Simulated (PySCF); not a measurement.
**Spin–spin coupling constants**

Cartesian coordinates in Å; atom numbers follow the order of the lines, from 1:
```xyz
20

C     1.4572   -0.3551    0.8916
C     0.7418    0.4183   -0.2125
C     1.2605   -0.0001   -1.5847
C    -0.7978    0.3433   -0.1263
C    -1.3349    1.0173    1.1325
C    -1.3525   -1.0724   -0.2568
H     1.1413   -0.0350    1.8956
H     2.5461   -0.2058    0.8267
H     1.2729   -1.4385    0.8105
H     0.9961    1.4868   -0.0821
H     0.7508    0.5483   -2.3928
H     1.1115   -1.0767   -1.7658
H     2.3400    0.1972   -1.6746
H    -1.1738    0.9236   -0.9897
H    -0.9402    2.0399    1.2420
H    -1.0653    0.4557    2.0414
H    -2.4337    1.0830    1.1064
H    -1.0205   -1.5654   -1.1826
H    -1.0459   -1.7064    0.5906
H    -2.4534   -1.0579   -0.2686
```

Method: B3LYP/pcJ-1 (without the spin–dipole term)//PBE0-D3(BJ)/def2-SVP, PySCF 2.14.0 with density-fitted response routines; isolated molecule, single conformer, non-relativistic. Couplings are averaged over pairs made equivalent by symmetry, fast rotation or ring inversion, so a value needn't be that of the named pair in this geometry, while other rotamers aren't included; one pair stands for each set, and the list holds those of at least 1.5 Hz over up to four bonds.

Isotopes: 13C, 1H.

```tsv
pair	bonds	J (Hz)
C1, C2	1	?
C1, H7	1	?
C2, C4	1	?
C2, H10	1	129.3
C1, H10	2	-3.7
C2, H7	2	-3.2
C2, H14	2	-3.8
H7, H8	2	-13.9
C1, C5	3	?
C1, H11	3	5.8
C1, H14	3	4.8
C2, H15	3	4.7
C4, H7	3	4.3
H7, H10	3	7.7
H10, H14	3	?
```

Task: Estimate the withheld couplings, with signs.

Result: 
- 1J(C1,C2) = 36.8 Hz (bond length 1.526 Å)
- 1J(C1,H7) = 131.2 Hz (bond length 1.100 Å, sp3 carbon)
- 1J(C2,C4) = 35.0 Hz (bond length 1.544 Å)
- 3J(C1,C5) = 2.1 Hz (mean over equivalent pairs that range from 1.3 to 3.8 Hz in this conformer)
- 3J(H10,H14) = 3.2 Hz (dihedral angle 64°)
